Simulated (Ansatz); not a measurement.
System: hcp Ru. Method: r²SCAN+rVV10 (PAW; Ansatz, an electronic-structure program).

Settings: plane-wave cutoff 500 eV, 30×30×18 k mesh (along the axes of the cell as run), Fermi–Dirac smearing 0.1 eV, no spin polarisation, scalar-relativistic PAW data made under PBE.

Computed at the level's own relaxed cell.

**Question.** Predict the equilibrium volume per atom, equilibrium lattice constant a and c axis length.

**Answer.** 
- equilibrium volume per atom: 13.39 Å³/atom
- equilibrium lattice constant a: 2.697 Å
- c axis length: 4.253 Å

Measured, for comparison: lattice constant a 2.706 Å (293 K, not corrected to a static lattice, our sources range from 2.700 to 2.706; as tabulated in Wikipedia's data pages); lattice parameter c 4.282 Å (293 K, not corrected to a static lattice; as tabulated in Wikipedia's data pages). Computed (rounded) less measured: lattice constant a -0.3 % (-0.1 % to -0.3 % over the range), lattice parameter c -0.7 %. A static lattice is as a rule a little smaller and stiffer than an uncorrected measurement, which narrows the difference in the lattice constant a, lattice parameter c and would widen misses of the other sign.

The computed numbers hold no vibrational or temperature effects.

The result took about 5 core-minutes (a rough figure).
